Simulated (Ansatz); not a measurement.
Basis-set extrapolation for `C/C=C/C` (PBE0-D4/def2-TZVP geometry, frozen core, Ansatz). Multiplicity 1, RHF reference.

```csv
,def2-TZVPP,def2-QZVPP
HF,-156.172051,-156.179443
MP2 correlation,-0.682035,-0.724628
CCSD(T) correlation,-0.755808,not run
```

Energies in hartree. Use E(X) = E(∞) + A·exp(−7.88·√X) for Hartree–Fock and E(X) = E(∞) + B·X^(−2.97) for correlation, with X = 3 and 4, and add CCSD(T) minus MP2 of the smaller set to the MP2 limit.

Task: What is the CCSD(T) energy at the basis-set limit?

Result: HF limit: -156.179443 + (-0.007392) × 0.13774 = -156.18046. MP2 limit: -0.724628 + (-0.042593) × 0.74074 = -0.75618. Higher-order term: -0.755808 − (-0.682035) = -0.07377. Total: -157.01041 hartree, 2.25 eV below CCSD(T)/def2-TZVPP.
